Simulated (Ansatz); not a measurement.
Compare A (`CC1C=CCC1`) with its isomer B (`CC#CCCC`).

Program: Ansatz. Geometries: PBE0-D4/def2-TZVP. ΔE: electronic, gas phase. CCSD(T)/CBS adds triple-zeta CCSD(T) − MP2 to the extrapolated MP2 energy (def2 sets, frozen cores). Functionals use def2-TZVPP. B3LYP here is the variant with VWN-RPA as its local correlation; programs differ in this. One conformer a species, not always the lowest.

(1) Which is lower in electronic energy at CCSD(T)/CBS, and by how much? (An estimate is asked.)

(2) Give E(B) − E(A) in kcal/mol with B2PLYP, BLYP-D4, B3LYP-D4, MP2/def2-TZVPP, PBE0-D4, r2SCAN-D4, CCSD(T)/def2-TZVPP. (Estimate.)

(3) Does the order hold for the free energy at 298.15 K (harmonic terms from PBE0-D4)? (Best estimate.)

Largest T1 diagnostic: 0.010.

Answers

(1) Ansatz gave: A, by 24.5 kcal/mol.

(2) Computed: B2PLYP 20.9, BLYP-D4 20.1, B3LYP-D4 22.0, MP2/def2-TZVPP 24.0, PBE0-D4 27.3, r2SCAN-D4 24.8, CCSD(T)/def2-TZVPP 24.8. None reverses the order clearly.

(3) The calculation gave: Yes: G(B) − G(A) = +20.2 kcal/mol, for one conformer each. Modes under 60 cm⁻¹, often nearly free rotors, make the harmonic entropy too high.

From BLYP to BHLYP (50 % exact exchange), in def2-TZVPP and without D4, E(B) − E(A) moves by +5.7 kcal/mol. In def2-TZVPP, CCSD(T) changes the Hartree–Fock value by +5.2 kcal/mol (the triples alone add +0.5 kcal/mol) and MP2 by +4.4 kcal/mol.
